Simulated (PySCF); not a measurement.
Telling isomers of C4H4N2 apart by NMR

PySCF 2.14 calculation with GIAO PBE0/pcSseg-1 shieldings, J couplings at B3LYP/pcJ-1 (spin–dipole term left out of most H,H and C,H couplings) and GFN2-xTB geometry; non-relativistic, one computed conformer, averaged over atoms made equivalent by symmetry, fast rotation or ring inversion, gas phase.

Scale: TMS for 1H, 13C (reference shieldings calculated alike). Multiplet labels drop J under 1 Hz and among equivalent protons, and merge close values. Unscaled 3J(H,H) run several per cent high. Shifts are as computed. Against solution values, carbons near 30 ppm lie about +3 ppm off and those near 130 ppm about +5 ppm. Of 1211 compounds with measured shifts, 218 miss one by over three times the rms of a fit or turn the order of signals round; such compounds aren't used in these exercises.

(1) Tabulate the signals of `C=NC(=C)C#N`, `CC(C#N)C#N` and their relative energies.

(2) What is the quickest way to tell C=NC(=C)C#N from CC(C#N)C#N?

Answers

(1) 
```tsv
SMILES	carbon types	δC	δH	E rel. (kcal/mol)
C=NC(=C)C#N	2×C 2×CH2	161.3, 141.2, 136.8, 118.1	7.93 (m, 1H), 7.72 (m, 1H), 6.58 (t, 1H), 6.39 (t, 1H)	17.8
CC(C#N)C#N	2×C 1×CH 1×CH3	119.1, 20.5, 15.3	3.31 (q, 1H), 1.72 (d, 3H)	0.0
```

Energies are electronic energies at PBE0/pcSseg-1 on these geometries, without zero-point or thermal terms, each for the one conformer computed, which needn't be the lowest.

(2) Count the carbon signals: 4 against 3. The first has a C=N carbon (CH2) at 161.3 ppm, the second a methyl carbon (CH3) at 20.5 ppm. Their most deshielded carbons lie at 161.3 and 119.1 ppm. In the proton spectra the most deshielded non-exchanging signals are 7.93 (m, 1H) and 3.31 (q, J = 8.1 Hz, 1H).
